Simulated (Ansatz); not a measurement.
## triplet Al2: levels of theory in one basis

```xyz
2

Al    0.0000    0.0000    0.0000
Al    0.0000    0.0000    2.8361
```

Basis set: def2-SVP (spherical functions). Frozen core: 10 orbitals. Correlation on ROHF uses semicanonical orbitals with singles. Charge 0, multiplicity 3.

Computed with Ansatz (development build ahead of 0.2.0); each method stands on the lowest determinant of its kind that the runs found.

| method | E − E(ROHF) (eV) | <S²> of the determinant |
| --- | --- | --- |
| ROHF | 0.00 | 2.00 |
| UHF | -0.13 | 2.04 |
| ROHF-MP2 | -2.16 | – |
| UHF-MP2 | -2.13 | 2.04 |
| ROHF-CCSD(T) | -3.02 | – |
| UHF-CCSD(T) | -3.02 | 2.04 |

Q: Is a single determinant a sound starting point here?

A: By this sign, yes. Unrestricted orbitals gain 0.13 eV and <S²> is 2.04 against 2.00 for a pure state.
